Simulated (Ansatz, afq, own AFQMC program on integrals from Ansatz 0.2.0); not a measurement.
Integrals from Ansatz 0.2.0, then the random walk in our own AFQMC program (afq).

```yaml
crystal:
  periodic: [false, false, false]
  atoms:
    - {symbol: N, position_ang: [0.008117, -0.008125, 0.008189]}
    - {symbol: H, position_ang: [0.598460, 0.584177, 0.598403]}
    - {symbol: H, position_ang: [-0.584804, -0.596372, 0.599873]}
    - {symbol: H, position_ang: [-0.726125, 0.726884, -0.732639]}
    - {symbol: H, position_ang: [0.599677, -0.601779, -0.579442]}
basis:
  gaussian: {orbitals: 6-31G}
total_charge: 1
magnetization: {spin_polarized: false}
correlation: {method: ccsd_t, electrons: outside_noble_gas, hamiltonian_folder: ham}
```

```sh
$ ansatz run in.yaml --threads 1 --pin off --events-out ev --progress --plain --max-ram 24576MiB --backend cuda --devices 0, --max-vram 18GiB
```

Options of the walk:

```
--method free --trial cisd --walkers 4000 --time-step 0.03 --max-blocks 4000 --target-error 0.00034 --factor-cut 1e-05 --seed 1726 --times 0,0.3,0.6,1.2,1.8,2.4,3.6,4.8,6 --taylor-order 8
```

Times are imaginary, in 1/Eh. The walk had a cap of 61 s.

Output of the walk:

```
orbitals 16  electrons 4 4  factors 106 of 260
reference energy -56.48002376 Eh
CCSD correlation -0.14073953 Eh in 8 cycles, weight of the determinant in the CISD state 0.9426
repeat  energy at the last time / Eh  error
    10  -56.622938  0.000087
    20  -56.622911  0.000073
    30  -56.622884  0.000066
time / (1/Eh)  energy / Eh  error  mean overlap
  0.00  -56.620662  0.000052  1.0606
  0.30  -56.622151  0.000043  1.0609
  0.60  -56.622613  0.000029  1.0615
  1.20  -56.622794  0.000030  1.0632
  1.80  -56.622834  0.000033  1.0647
  2.40  -56.622835  0.000036  1.0658
  3.60  -56.622923  0.000038  1.0692
  4.80  -56.622917  0.000040  1.0709
  6.00  -56.622885  0.000064  1.0770
energy -56.622885 +/- 0.000064 Eh
```

The run passed its tests (error under three times the target), which doesn't prove that it has relaxed.

Against this walk (error 1.7 meV) on the same determinant: CCSD(T) 12.7 meV higher, CCSDT(Q) 0.2 meV lower (within the noise), CCSDTQ 0.3 meV higher (within the noise), full CI 0.2 meV lower (within the noise). The error is statistical, and a free projection of finite length keeps a remainder of its start.

Cautions: remainder of the start not in the error.

The walk took 7.3 s on 1 × NVIDIA H100 80GB HBM3 with 2 threads of AMD EPYC 7R13 Processor (Zen 3), on a shared host (the card was shared). The log's last line is the free-projection energy.

CCSDT and higher add their correlation energy to the determinant of the CCSD(T) run, since their own runs factorise the integrals more tightly (a shift of under 2 meV). A walk keeps the symmetry of its determinant, which the program's search chose and which needn't be the lowest solution, so a lower state of the same spin and another symmetry isn't excluded.
